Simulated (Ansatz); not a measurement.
**What a trial cell of LiH2 relaxes into**

All numbers below come from DFT PBE, scalar-relativistic, plane waves, PAW in Ansatz 0.2.0. Cutoff 420 eV, Γ-centred k mesh, Gaussian smearing, no spin polarisation in the final step.

LiH2 was placed on the AlB2 structure type (P6/mmm, No. 191), with Li in place of Al, H in place of B, at a guessed volume.

```xyz
3
Lattice="2.8974 0.0000 0.0000 -1.4487 2.5093 0.0000 0.0000 0.0000 3.1285" Properties=species:S:1:pos:R:3 pbc="T T T"
Li    0.0000    0.0000    0.0000
H     0.0000    1.6728    1.5642
H     1.4487    0.8364    1.5642
```

Cell and atoms relax at zero pressure; the relaxation can't lower the symmetry of the start. After a coarse first stage the cell is made exact in the group found at 0.06 Å.

Energies over the elements count from the elements' standard structures at the same level (H₂ as a molecule), with no empirical corrections.

Describe the relaxed structure.

It keeps P6/mmm (No. 191). The result has the AlB2 structure. Conventional cell: a = 2.916 Å, c = 2.466 Å. Li is coordinated by 12 H at 2.09 Å and 2 Li at 2.47 Å; H is coordinated by 3 H at 1.68 Å.

```
Li H
1.0
     2.91625    0.00000    0.00000
    -1.45812    2.52554    0.00000
     0.00000    0.00000    2.46599
Li H
1 2
Direct
  0.00000 0.00000 0.00000
  0.33333 0.66667 0.50000
  0.66667 0.33333 0.50000
```

What are its volume, energy, density and gap?

The volume per atom is 6.05 Å³ and the density is 0.82 g/cm³. The energy over the elements is 0.20 eV/atom. The gap on the 18×18×18 mesh is 0 eV (a metal).

The final run used a 18×18×18 mesh on its 3-atom cell and 0.10 eV smearing. For metals, differences of a few meV/atom aren't resolved. A structure relaxed within its symmetry needn't be a true minimum. The steps took about 23 core-seconds in all.

Cost: 3 runs of about 0.38 core-minutes in all, on Intel Xeon Platinum 8375C (Ice Lake) (shared hosts).